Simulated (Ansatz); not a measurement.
Ansatz (a quantum-chemistry and plane-wave program) input (MP2/STO-3G):

Ansatz 0.2 input:
```yaml
crystal:
  periodic: [false, false, false]
  atoms:
    - {symbol: N, position_ang: [-0.00000000, -0.00000000, -0.43758825]}
    - {symbol: N, position_ang: [0.00000000, 0.00000000, 0.64838676]}
    - {symbol: H, position_ang: [-0.00000000, -0.00000000, -1.47558960]}
basis:
  gaussian:
    orbitals: STO-3G
total_charge: 1
magnetization: {spin_polarized: false}
correlation: {method: mp2, electrons: outside_noble_gas}
```

Output:

```
Functional definition: HF
integrals: 0.00 GiB planned
145 factors; integrals over basis functions are off by at most 1.8e-5 eV
mean field: 0.04 GiB planned
mean field evaluation 1: about -2930.6874 eV, gradient 1.2e1 eV
mean field evaluation 2: about -2930.6844 eV, gradient 1.2e1 eV
mean field evaluation 4: about -2931.0488 eV, gradient 8.3e-1 eV
mean field evaluation 8: about -2931.0521 eV, gradient 1.1e-6 eV
mean field -2931.05211643 eV, -107.7141785403 hartree, gradient 5.3e-7 eV, S^2 0.000000; 0 other end points of the search recorded, 0 dependent functions left out
2 core orbitals not correlated
reference -2931.05211643 eV, -107.7141785403 hartree; 5, 5 occupied and 4, 4 virtual orbitals, 145 factors
second order -4.26193425 eV of doubles, -0.00000000 eV of singles
Total energy: -2935.31405068 eV, -107.8708017352 hartree
```

The dipole moment of an ion depends on the origin.
